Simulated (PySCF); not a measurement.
## Vertical excitation energies

C4H3NO.
SMILES: `C(C(=O)C#N)=C`

Level of theory: TDDFT B3LYP/def2-SVPD, vertical, gas phase, core orbitals frozen in the response in PySCF 2.14.0, density-fitted response routines. Isolated species at its PBE0-D3(BJ)/def2-SVP geometry (one conformer only). Torsions of this conformer, `[CH2:1]=[CH:2][C:3](=[O:4])[C:5]#[N:6]`: C1–C2–C3–O4 1°.

Task: What does the calculation give for the low-lying excited states?

Result: 

```json
{"state": "S1", "λ (nm)": "354.7", "E (eV)": "3.50", "f": "0.0000", "|μ| (D)": "0.04", "symmetry": "–", "main configurations (H = HOMO, L = LUMO)": "H→L (99%)"}
{"state": "S2", "λ (nm)": "240.2", "E (eV)": "5.16", "f": "0.216", "|μ| (D)": "3.32", "symmetry": "A′", "main configurations (H = HOMO, L = LUMO)": "H-1→L (95%)"}
{"state": "S3", "λ (nm)": "229.9", "E (eV)": "5.39", "f": "0.0001", "|μ| (D)": "0.07", "symmetry": "–", "main configurations (H = HOMO, L = LUMO)": "H-3→L (98%)"}
{"state": "S4", "λ (nm)": "206.0", "E (eV)": "6.02", "f": "0.081", "|μ| (D)": "1.89", "symmetry": "A′", "main configurations (H = HOMO, L = LUMO)": "H-2→L (90%)"}
{"state": "S5", "λ (nm)": "193.7", "E (eV)": "6.40", "f": "0.0051", "|μ| (D)": "0.46", "symmetry": "A″", "main configurations (H = HOMO, L = LUMO)": "H-4→L (98%)"}
{"state": "S6", "λ (nm)": "186.6", "E (eV)": "6.64", "f": "0.0000", "|μ| (D)": "0.02", "symmetry": "–", "main configurations (H = HOMO, L = LUMO)": "H-5→L (96%)"}
```

The lowest singlet lies at 3.50 eV (355 nm, ultraviolet) and is dark (f under 0.0005); its leading configuration is HOMO→LUMO (99%). The most intense listed level is S2 at 5.16 eV (240 nm, f = 0.216), 1.67 eV above S1. Löwdin shares by element: HOMO oxygen 66%, carbon 26% or more; LUMO carbon 42% or more, oxygen 23%, nitrogen 11% (atoms not listed hold the other 24%). Of the 6 states listed, 2 reach f = 0.01 and 3 stay under 0.0005. The listed states span 3.15 eV, and the widest gap between neighbours is 1.67 eV (S1 to S2). Weighted by f, the mean energy of these states is 5.41 eV. No computed singlet lies in the visible range (380 to 750 nm); the lowest, at 355 nm, stands 0.23 eV above its violet end (3.26 eV). Symmetry labels in Cs follow from the direction of the transition dipole and are given only for states with f of 0.002 or more. Only the lowest 6 singlets were computed, as vertical energies without vibronic structure.
